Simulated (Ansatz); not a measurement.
## Worked example: C3H7FO + SiH2(CH3)(OH) → C3H8O2 + SiH2(CH3)F

Species: C3H7FO `CC(O)CF`, singlet; SiH2(CH3)(OH), singlet; C3H8O2 (1,2-propanediol) `CC(O)CO`, singlet; SiH2(CH3)F, singlet. The partners trade F for OH: C–F and Si–OH bonds give way to C–OH and Si–F.

Shapes, held fixed at every level: PBE0-D4/def2-TZVP. Flexible molecules stand in one conformer, not always the lowest. Programs: Ansatz 0.2.0. Electronic energies: no zero-point or thermal term.

At CCSD(T)/CBS estimate; 1 Eh = 2625.50 kJ/mol:

| species | energy (Eh) |
| --- | --- |
| C3H7FO | -293.330574 |
| SiH2(CH3)(OH) | -405.969455 |
| C3H8O2 | -269.315346 |
| SiH2(CH3)F | -430.003739 |

Task: Work out ΔE of the reaction at this level.

Result: 
1. Products less reactants: (-269.315346) + (-430.003739) − [(-293.330574) + (-405.969455)] = -0.019056 Eh = -50.0 kJ/mol.

Other levels give -48.2 (CCSD(T)/def2-TZVPP) to -44.5 kJ/mol (PBE-D4/def2-TZVPP). No measured value is set beside it here. The CBS estimate extrapolates MP2 from def2-TZVPP and def2-QZVPP and adds CCSD(T) − MP2 in the triple-zeta set, cores frozen.
